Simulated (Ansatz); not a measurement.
Results of PBE0 (plane waves, PAW; Ansatz, a program for electronic structure) for antiferromagnetic bcc Cr.

Numerical settings: plane-wave cutoff 460 eV, 10×10×10 k mesh, Fermi–Dirac smearing 0.05 eV, spin-polarised with opposed moments, scalar-relativistic PAW data made under PBE.

The cell has the measured lattice: a = b = c = 2.885 Å, α = β = γ = 90.00°.

Q: What does this level give for the magnetic moment (largest site, within a sphere)?

A: 
- magnetic moment (largest site, within a sphere) = 2.73 μB

Note: the commensurate order stands in for chromium's spin-density wave, and the size of the moments varies much between levels; the collinear magnetic order is the start's and need not be the measured one; cell and atoms aren't relaxed at this level (pressure 24.4 GPa).

Moments are spin moments.

Computed values are for the static lattice.

Computing time: about 8 core-minutes (a rough figure).
